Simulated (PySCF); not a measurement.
**Assigning NMR signals**

Mapped SMILES: `[S:1]=[C:2]1[CH:3]=[CH:4][CH:5]=[CH:6]1` (H(Xn): hydrogen on atom n).

- PBE0-D3(BJ)/def2-SVP structure
- σ from GIAO-PBE0/pcSseg-1
- code: PySCF 2.14
- no relativistic terms, one computed conformer, no solvent, averaged over atoms made equivalent by symmetry, fast rotation or ring inversion

Shifts are taken against calculated references (same method and geometry level): $^{13}$C (σref 184.41), $^{1}$H (σref 31.27) against TMS.

(1) Assign these signals to the numbered atoms. $^{13}$C{$^{1}$H} NMR (computed): δ 275.9, 155.9, 125.1.

(2) Assign these signals to the numbered atoms. $^{1}$H NMR (400 MHz, computed): δ 7.50 (m, 2H), 5.15 (d, 2H).

Results:

(1) 
275.9 → C2, thiocarbonyl carbon: low-lying n→π* states of the double bond to the heteroatom give a large paramagnetic term (-351 ppm)
155.9 → C4/C5, alkene CH: as expected for a trigonal carbon in a double bond
125.1 → C3/C6, alkene CH

(2) 
| δ (ppm) | atoms | environment | reason |
| --- | --- | --- | --- |
| 7.50 | H(C4)/H(C5) | hydrogen on an alkene CH | olefinic region |
| 5.15 | H(C3)/H(C6) | hydrogen on an alkene CH | – |

Shifts are as computed. Against solution values, carbons near 30 ppm lie about +2 ppm off and those near 130 ppm about +5 ppm. Of 1211 compounds with measured shifts, 218 miss one by over three times the rms of a fit or turn the order of signals round; such compounds aren't used in these exercises. Multiplicities follow the n + 1 count of equivalent neighbours, as no J values were calculated; m marks all less simple cases, F and P coupling included.
